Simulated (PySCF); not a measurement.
Species: N-methylisobutylamine, C5H13N.
Bonds: C1–N2, N2–C3, C3–C4, C4–C5, C4–C6. Hydrogens: H7, H8, H9 on C1; H10 on N2; H11, H12 on C3; H13 on C4; H14, H15, H16 on C5; H17, H18, H19 on C6.

Method: PBE0-D3(BJ)/def2-SVP geometry optimisation, gas phase (PySCF); density fitting, grid level 2; the optimiser is geomeTRIC in internal coordinates, started from a GFN2-xTB structure.

Step 0: E = -6874.2827 eV
```
atom  x, y, z in Å  |  force x, y, z in eV/Å
C1      2.7122   -0.3749    0.3846   -0.660  -0.186  -0.276
N2      1.3577   -0.7166    0.0087    0.083   0.284   0.057
C3      0.4665    0.4284   -0.0073   -0.018  -0.786  -0.453
C4     -0.9408    0.0198   -0.4481   -0.065   0.350   0.734
C5     -1.8492    1.2435   -0.5297    0.424  -0.547  -0.170
C6     -1.5164   -1.0201    0.5085    0.221   0.234  -0.579
H7      2.7073   -0.0010    1.4092    0.132   0.128   0.360
H8      3.3281   -1.2718    0.3455    0.333  -0.264   0.055
H9      3.1668    0.3957   -0.2589    0.215   0.237  -0.110
H10     1.3585   -1.1496   -0.9114   -0.015  -0.040  -0.053
H11     0.4287    0.8292    1.0110   -0.059   0.237   0.280
H12     0.8382    1.2340   -0.6690    0.046   0.256  -0.063
H13    -0.8667   -0.4277   -1.4469    0.053  -0.104  -0.304
H14    -2.8429    0.9550   -0.8643   -0.448  -0.038  -0.128
H15    -1.9399    1.7134    0.4474   -0.070   0.237   0.420
H16    -1.4497    1.9762   -1.2279    0.099   0.368  -0.276
H17    -1.6524   -0.5865    1.4965   -0.074   0.166   0.475
H18    -2.4803   -1.3756    0.1514   -0.439  -0.176  -0.083
H19    -0.8356   -1.8622    0.5932    0.244  -0.356   0.115
```

**Question.** Estimate the geometry and energy of step 1. (The exact step hangs on the optimiser's Hessian estimate; all steps are aligned on step 0, rigid shifts and turns removed.)

**Answer.** E = -6874.3322 eV, largest force 0.154 eV/Å
```
atom  x, y, z in Å  |  force x, y, z in eV/Å
C1      2.7156   -0.3779    0.3842    0.103   0.036   0.038
N2      1.3750   -0.7080   -0.0174   -0.046  -0.036  -0.064
C3      0.4677    0.4121   -0.0262   -0.001   0.137   0.071
C4     -0.9498    0.0158   -0.4310    0.057  -0.058  -0.130
C5     -1.8434    1.2427   -0.5341   -0.054   0.062   0.020
C6     -1.5305   -1.0270    0.5126   -0.030  -0.032   0.069
H7      2.7183   -0.0231    1.4295   -0.004  -0.023  -0.037
H8      3.3584   -1.2719    0.3431   -0.027   0.028  -0.001
H9      3.2005    0.4184   -0.2271   -0.022  -0.029   0.029
H10     1.3835   -1.1422   -0.9384   -0.003  -0.014   0.022
H11     0.4370    0.8394    0.9968    0.014  -0.027  -0.064
H12     0.8146    1.2440   -0.6869   -0.023  -0.046   0.030
H13    -0.8803   -0.4372   -1.4426   -0.013   0.026   0.062
H14    -2.8563    0.9718   -0.8723    0.028   0.007   0.012
H15    -1.9443    1.7348    0.4493    0.002  -0.009  -0.038
H16    -1.4410    1.9873   -1.2401    0.000  -0.024   0.014
H17    -1.6743   -0.5974    1.5199    0.005  -0.019  -0.037
H18    -2.5102   -1.3877    0.1603    0.020   0.007   0.007
H19    -0.8500   -1.8846    0.6129   -0.006   0.015  -0.004
```

The energy changes by -0.0495 eV. The first-order estimate −F·Δx gives -0.1089 eV and the mean of the old and new forces, exact on a quadratic surface, -0.0497 eV. The step makes an angle of 67° with the force vector and moves no atom by more than 0.052 Å.

The cost below is that of the whole optimisation. The run took 35 s on an Arm Neoverse V1 with one thread, no GPU, shared host with 64 logical CPUs at a one-minute load of 14, and the process peaked at 0.73 GiB of memory.
